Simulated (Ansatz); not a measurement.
This script makes the interaction energy of a dimer with the counterpoise correction of FH with Ansatz 0.2.0 through its Python package.

`fh.py`:
```python
"""Interaction energy of two FH molecules, with the counterpoise correction."""

import ansatz as az

params = {
    "basis": "cc-pVDZ",
    "method": "mp2",
}

FIRST = [
    ("F", (-0.3954, 0.1465, -0.199)),
    ("H", (0.3954, -0.1465, 0.199)),
]
SECOND = [
    ("F", (-1.7063, 1.3317, 1.3819)),
    ("H", (-2.438, 1.1885, 1.9419)),
]

def energy(atoms, ghosts=()):
    molecule = az.Crystal.molecule()
    for symbol, xyz in atoms:
        molecule = molecule.atom(symbol, xyz)
    calc = (
        molecule.calculation()
        .basis(gaussian=params["basis"])
        .correlation(params["method"], electrons="all")
    )
    deck = calc.input()
    if ghosts:
        deck = deck.set(az.key.basis.gaussian.ghost_atoms, [{"symbol": s, "position_ang": list(xyz)} for s, xyz in ghosts])
    return az.Session.from_dict(deck).plan().execute().report["free_energy_ev"]


def main() -> None:
    # ghost atoms carry the functions of the partner
    both = energy(FIRST + SECOND)
    alone = energy(FIRST) + energy(SECOND)
    ghosted = energy(FIRST, SECOND) + energy(SECOND, FIRST)
    print(f"dimer {both:.6f} eV")
    print(f"interaction, uncorrected   {23.060548 * (both - alone):8.3f} kcal/mol")
    print(f"interaction, counterpoise  {23.060548 * (both - ghosted):8.3f} kcal/mol")
    print(f"basis-set superposition    {23.060548 * (alone - ghosted):8.3f} kcal/mol")


if __name__ == "__main__":
    main()
```

How large is the interaction at this pose, and how much of it is basis-set superposition?

Uncorrected it is 3.053 kcal/mol, with the counterpoise correction 5.163 kcal/mol; the difference, 2.11 kcal/mol, is the superposition error. In this basis both values are repulsive.

What the script printed:

```console
$ python fh.py
dimer -5454.281679 eV
interaction, uncorrected      3.053 kcal/mol
interaction, counterpoise     5.163 kcal/mol
basis-set superposition       2.111 kcal/mol
```

Reading the output:
- These settings explore the input space; basis and method may be short of convergence.
- The dimer is a generated trial pose of unrelaxed monomers, not a minimum, so the figure is no binding energy, and the basis set is small.
- It ran for 0.7 s on 1 thread of AMD EPYC 7B13 (Zen 3), on a shared host, peak memory 0.14 GiB.

(Lines on the test bed's own set-up are left out of the output.)
